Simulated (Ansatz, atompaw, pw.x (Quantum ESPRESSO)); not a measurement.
# Equation-of-state test of one PAW (atompaw) potential (technetium (Tc))

* Element: technetium (Tc)
* Generator: atompaw 4.2.0.5
* Type: PAW
* Functional: LDA (PW92)
* Relativity: scalar-relativistic
* Frozen core: [Ar] 3d10
* Valence charge: 15
* Reference configuration: 4s2 4p6 4d5 5s2 5p0
* Partial waves: 4s (bound); 5s (bound); 4p (bound); 5p (bound, empty); 4d (bound); 4d channel at 4.7 Ry
* Local potential: bessel scheme, radius 2.48 bohr
* Core correction: smooth core density matched at 1.36 bohr
* Augmentation charge: sinc compensation charge, radius 1.98 bohr; PAW radius 2.66 bohr; waves and projectors: bloechl

Crystal test: fcc Tc in pw.x 7.5, no spin, 15³ k-points, Fermi–Dirac smearing 0.01 Ry, cutoffs 45/450 Ry. The reference is all-electron LAPW (Ansatz 0.2.0) with the same functional, mesh and smearing; V0 and B0 come from Birch–Murnaghan fits to the pressures at five volumes. Errors are pseudo minus all-electron; Δ is the rms difference of the E(V) curves that follow from these fits, minima aligned, over ±6 % about the mean V0. Mesh and smearing are coarse, so the numbers serve the comparison and aren't converged zero-temperature values; the lattice is a test structure that the element need not adopt.

All-electron: a0 = 3.812 Å (V0 = 13.85 Å³/atom), B0 = 338.5 GPa.

Q: How far does the potential miss the all-electron equation of state?

A: mean pressure error (GPa): +13.78; a0 (Å): 3.860; a0 error (%): +1.25; B0 error (%): -0.5; Δ (meV/atom): 39.2. The largest radius (2.66 bohr) exceeds half the bond length (2.55 bohr), so the spheres overlap, which is one possible source of error among others. This is a poor potential for the solid.

```tsv
V (Å³/atom)	P all-electron (GPa)	P pseudo (GPa)
13.181	18.65	35.69
13.528	8.34	23.52
13.875	-0.66	12.91
14.222	-8.50	3.66
14.569	-15.34	-4.40
```

Q: At the middle volume, how do free energy and pressure move when the wave cutoff is lowered (ecutrho held at 450 Ry)?

A:

| cutoff (Ry) | shift of F (meV/atom) | shift of P (GPa) |
| --- | --- | --- |
| 20 | +1213.5 | -63.57 |
| 27 | +124.0 | -8.57 |
| 36 | +6.0 | -0.53 |

The run at the middle volume (120 k-points, 7 iterations) took about 8.1 s on one core of a shared host (Intel(R) Xeon(R) 6975P-C, 192 threads, 1512 GiB, load 62).
